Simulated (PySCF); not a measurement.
# C4H4S: the cost of one run

Method: levels as typed in each script, gas phase, geometry from GFN2-xTB; program: PySCF 2.14.0.

### 1 The starting structure

SMILES `C=C/C=[C]\[S-]`, 9 atoms, charge -1, spin multiplicity 2.

Bond lengths: C1–C2 1.342 Å, C1–H6 1.080 Å, C1–H7 1.080 Å, C2–C3 1.425 Å, C2–H8 1.087 Å, C3–C4 1.341 Å, C3–H9 1.099 Å, C4–S5 1.641 Å. Angles: C2–C1–H6 122.3°, C2–C1–H7 121.6°, H6–C1–H7 116.1°, C1–C2–C3 125.9°, C1–C2–H8 118.4°, C3–C2–H8 115.7°, C2–C3–C4 122.2°, C2–C3–H9 115.8°, C4–C3–H9 122.0°, C3–C4–S5 138.1°.

Geometry (Å):

```
C     2.9623    0.1694    0.0000
C     1.7433   -0.3926    0.0000
C     0.5012    0.3055    0.0000
C    -0.6774   -0.3337    0.0000
S    -2.2738    0.0475    0.0000
H     3.8689   -0.4181    0.0000
H     3.0910    1.2417    0.0000
H     1.6737   -1.4776    0.0000
H     0.5698    1.4027    0.0000
```

### 2 The π active space (6-31+g*)

input.py

```python
import numpy as np
from pyscf import gto, scf, dft, mcscf, mrpt
from pyscf.mcscf import avas

def solve(mol, dm0=None, hcore=None):
    mf = scf.ROHF(mol) if mol.spin else scf.RHF(mol)
    mf = mf.density_fit(auxbasis='def2-universal-jkfit')
    mf.conv_tol, mf.max_cycle = 1e-8, 80
    if hcore is not None:
        mf.get_hcore = lambda *args: hcore
    mf.kernel(dm0)
    if not mf.converged:
        mf = mf.newton().run(mf.mo_coeff, mf.mo_occ, max_cycle=30)
    assert mf.converged, 'SCF not converged'
    return mf

mol = gto.M(atom='''
C      2.96234     0.16945     0.00000
C      1.74330    -0.39262     0.00000
C      0.50125     0.30550     0.00000
C     -0.67745    -0.33374     0.00000
S     -2.27376     0.04748     0.00000
H      3.86889    -0.41808     0.00000
H      3.09101     1.24172     0.00000
H      1.67372    -1.47764     0.00000
H      0.56980     1.40272     0.00000
''', basis='6-31+g*', charge=-1, spin=1, verbose=4)
mf = solve(mol)
ncas, nel, orbs = avas.avas(mf, ['C 2pz', 'S 3pz'], threshold=0.5, openshell_option=3)
print('active space', nel, ncas)
assert 2 <= ncas <= 10, 'active space too large or empty'
mc = mcscf.CASSCF(mf, ncas, nel)
mc.natorb, mc.max_cycle_macro = True, 60
mc.fix_spin_(ss=mol.spin / 2 * (mol.spin / 2 + 1))
mc.kernel(orbs)
occ = mc.mo_occ[mc.ncore:mc.ncore + ncas]
print('natural occupations', occ.round(4))
e2 = mrpt.NEVPT(mc).kernel()
out = dict(c=mc.mo_coeff[:, mc.ncore:mc.ncore + ncas], occ=occ, e=mc.e_tot, e2=e2, ehf=mf.e_tot, ok=mc.converged, nel=nel, w0=abs(mc.ci).max() ** 2, dm=mc.make_rdm1())
# the other spin state at the same geometry
other = mol.copy().set(spin=3).build()
mo = scf.ROHF(other).density_fit(auxbasis='def2-universal-jkfit').run()
na = (nel + other.spin) // 2
m2 = mcscf.CASSCF(mo, ncas, (na, nel - na))
m2.natorb = True
m2.fix_spin_(ss=other.spin / 2 * (other.spin / 2 + 1))
m2.kernel(mc.mo_coeff)
e2o = mrpt.NEVPT(m2).kernel()
print('other state above this one / eV: CASSCF', (m2.e_tot - mc.e_tot) * 27.211386, 'NEVPT2', (m2.e_tot + e2o - mc.e_tot - e2) * 27.211386)
np.savez('result.npz', eo=m2.e_tot, e2o=e2o, oko=m2.converged, occo=m2.mo_occ[mc.ncore:mc.ncore + ncas], co=m2.mo_coeff[:, mc.ncore:mc.ncore + ncas], **out)
```

Launch:

```console
> OMP_NUM_THREADS=1 python input.py
```

What time and memory should one allow on 1 thread of Arm Neoverse V1, shared host?

About 40 s, with a peak of 0.25 GiB.
